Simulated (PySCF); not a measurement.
**F₂⁺: from constants to spectrum**

UHF-CCSD(T) constants of F₂⁺, ²Πg (doublet), unpaired electrons π ↑ (PySCF, spin-free X2C with a Gaussian nucleus, basis sets F jorge-DZP-DKH; masses 18.9984 and 18.9984 u):

```
ωe              : 984.1 cm⁻¹
ωexe            : 8.71 cm⁻¹
Be              : 0.984 cm⁻¹
αe              : 0.0125 cm⁻¹
D (centrifugal) : 3.94e-06 cm⁻¹
De to F⁺ + F    : 2.41 eV
```

Task: Give the vibrational terms G(v) and spacings up to v = 3.

Result: G(v) = ωe(v+½) − ωexe(v+½)².

| v | G(v) (cm⁻¹) | G(v) − G(v−1) | Bv (cm⁻¹) |
| --- | --- | --- | --- |
| 0 | 490 |  | 0.9778 |
| 1 | 1457 | 967 | 0.9652 |
| 2 | 2406 | 949 | 0.9527 |
| 3 | 3338 | 932 | 0.9403 |

Task: How well does the Morse estimate ωe²/(4ωexe) reproduce De, and what is D0?

Result: It gives 3.45 eV, 143 % of the computed De. D0 = De − G(0) = 2.41 − 0.06 = 2.35 eV.

Correlated steps freeze 2 core orbitals. Correlated levels converge slowly with the basis: in double zeta they bind strong bonds too weakly, by up to about 1 eV, and carry superposition errors of some tenths. The state is the lowest determinant that a PBE0 search found; another state may lie lower at other levels.
